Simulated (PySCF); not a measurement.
# Structure elucidation problem

The spectra below were simulated for a compound C4H8.

¹H NMR (600 MHz, computed): δ 1.96 (s, 8H).

¹³C{¹H} NMR (computed): δ 26.2 (CH2).

Gas phase, one conformer, rapidly exchanging positions averaged, non-relativistic Hamiltonian. Couplings computed with B3LYP/pcJ-2 (without the spin–dipole term); GIAO B97-2/pcSseg-2 shieldings; geometry: PBE0-D3(BJ)/def2-TZVP; PySCF.

Referencing at the same level of theory: TMS for ¹H (σ = 31.64 ppm), ¹³C (σ = 185.38 ppm).

Deduce the structure.

Results:


1. The formula gives 1 degree of unsaturation (1 ring in the answer).
2. 1 carbon signal for 4 carbons: some carbons are equivalent by symmetry or fast rotation.
3. Carbon types of the structure: 4 × CH2, which accounts for all hydrogens.
4. δC 26.2: sp3 CH2 in a ring; saturated and bonded to C and H only.
5. δH 1.96: hydrogen on an sp3 CH2 in a ring; far from electronegative atoms and π systems.

Structure: cyclobutane.

Shifts are as computed. Against solution values, carbons near 30 ppm lie about +3 ppm off and those near 130 ppm about +7 ppm. Of 1211 compounds with measured shifts, 218 miss one by over three times the rms of a fit or turn the order of signals round; such compounds aren't used in these exercises.
